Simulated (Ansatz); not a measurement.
This Ansatz (an electronic-structure program) input (PBE/6-31G**) gives -330.29748 Eh with 59 basis functions. A basis named .json is the Basis Set Exchange file of that set (core-valence sets with the plain set on hydrogen).

Ansatz 0.2 input:
```yaml
crystal:
  periodic: [false, false, false]
  atoms:
    - {symbol: C, position_ang: [-0.00973717, 0.14109779, -1.26067338]}
    - {symbol: Si, position_ang: [0.00458397, -0.06712142, 0.56953855]}
    - {symbol: H, position_ang: [-0.92502358, 0.27576638, -1.82585964]}
    - {symbol: H, position_ang: [0.89715728, 0.17658197, -1.85330504]}
    - {symbol: H, position_ang: [-0.01250272, 1.24978383, 1.26161923]}
    - {symbol: H, position_ang: [-1.19315147, -0.82096845, 1.01280927]}
    - {symbol: H, position_ang: [1.22776798, -0.78805063, 0.99523664]}
basis:
  gaussian:
    orbitals: 6-31G__.json
hamiltonian:
  xc: {name: PBE}
magnetization: {spin_polarized: true, initial_magnetization: 1}
```

Change:
```diff
- orbitals: 6-31G__.json
+ orbitals: def2-SVP
```

Task: What does the run give now?

Result: -330.18964 Eh (PBE/def2-SVP, 57 functions), a change of +107.84 mEh.
